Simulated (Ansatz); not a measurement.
We consider hematite (α-Fe2O3), described by PBEsol in Ansatz (plane waves, hard PAW).

Numerical settings: plane-wave cutoff 930 eV, 10×10×10 k mesh, Fermi–Dirac smearing 0.05 eV, ferromagnetic start, spin-polarised with parallel moments.

Cell (relaxed at this level):

Space group R-3c, hexagonal axes (No. 167); a = b = 4.6980 Å, c = 13.1899 Å, α = β = 90.00°, γ = 120.00°

```tsv
atom	site	symmetry	x	y	z
Fe	12c	3.	0.0000	0.0000	0.1546
O	18e	.2	0.3140	0.3140	0.2500
```
(The calculation used a cell of 10 atoms; values per cell refer to that cell.)

**Question.** Estimate the magnetic moment (largest site, within a sphere) that the calculation returns.

**Answer.** 
- magnetic moment (largest site, within a sphere) = 0.85 μB

The run finds no gap.

Moments are spin moments.

Cost on a shared machine: about 20 core-minutes (a rough figure).

Ansatz is an electronic-structure program.
